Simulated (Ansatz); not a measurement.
Ansatz (a quantum-chemistry and plane-wave program) input (B3LYP/6-31G*):

Ansatz 0.2 input:
```yaml
crystal:
  periodic: [false, false, false]
  atoms:
    - {symbol: F, position_ang: [-0.00000000, -0.00000000, -0.64654644]}
    - {symbol: F, position_ang: [0.00000000, 0.00000000, 0.64654644]}
basis:
  gaussian:
    orbitals: 6-31G*
hamiltonian:
  xc: {name: B3LYP}
total_charge: 1
magnetization: {spin_polarized: true, initial_magnetization: 1}
relax: {f_tol: 0.003, max_steps: 120}
```

From the last part of the output:

```
the calculation of the forces begins
reference -5413.28391996 eV, -198.9345148031 hartree; 9, 8 occupied and 21, 22 virtual orbitals, 269 factors
relax step   2: F+E_penalty+E_count = -5413.28385329 eV  Δ(F+E_penalty+E_count) = -6.490e-3 eV  max|allowed force component| = 2.948e-1 eV/Å  Δτ_max = 0.0055 Å  (31 SCF iters, accepted)
these checks for a lower state are left out or cut short: starts, cluster_reference, orbital_swaps, neighbouring_geometries, increment
integrals: 0.00 GiB planned
269 factors; integrals over basis functions are off by at most 1.4e-4 eV
mean field: 0.07 GiB planned
mean field -5413.28467196 eV, -198.9345424382 hartree, gradient 7.7e-6 eV, S^2 0.752245; 0 other end points of the search recorded, 0 dependent functions left out
the calculation of the forces begins
reference -5413.28473867 eV, -198.9345448898 hartree; 9, 8 occupied and 21, 22 virtual orbitals, 269 factors
relax step   3: F+E_penalty+E_count = -5413.28467196 eV  Δ(F+E_penalty+E_count) = -8.187e-4 eV  max|allowed force component| = 1.076e-2 eV/Å  Δτ_max = 0.0027 Å  (24 SCF iters, accepted)
these checks for a lower state are left out or cut short: starts, cluster_reference, orbital_swaps, neighbouring_geometries, increment
integrals: 0.00 GiB planned
269 factors; integrals over basis functions are off by at most 1.4e-4 eV
mean field: 0.07 GiB planned
mean field evaluation 32: about -5413.2847 eV, gradient 7.0e-6 eV
mean field -5413.28467307 eV, -198.9345424793 hartree, gradient 7.0e-6 eV, S^2 0.752245; 0 other end points of the search recorded, 0 dependent functions left out
the calculation of the forces begins
reference -5413.28473979 eV, -198.9345449309 hartree; 9, 8 occupied and 21, 22 virtual orbitals, 269 factors
relax step   4: F+E_penalty+E_count = -5413.28467307 eV  Δ(F+E_penalty+E_count) = -1.117e-6 eV  max|allowed force component| = 1.111e-4 eV/Å  Δτ_max = 0.0001 Å  (20 SCF iters, accepted)
integrals: 0.00 GiB planned
269 factors; integrals over basis functions are off by at most 1.4e-4 eV
mean field: 0.07 GiB planned
mean field -5413.28467307 eV, -198.9345424793 hartree, gradient 7.0e-6 eV, S^2 0.752245; 1 other end points of the search recorded, 0 dependent functions left out
the calculation of the forces begins
reference -5413.28473979 eV, -198.9345449309 hartree; 9, 8 occupied and 21, 22 virtual orbitals, 269 factors
Total energy: -5413.28473979 eV, -198.9345449309 hartree
Atom 0 at    -0.000000    -0.000000    -0.654803 Å, force    -0.000000    -0.000000    -0.000111 eV/Å
Atom 1 at     0.000000     0.000000     0.654803 Å, force     0.000000     0.000000     0.000111 eV/Å
Dipole moment:    -0.000000    -0.000000     0.000000 e Å
```

The dipole moment of an ion depends on the origin.
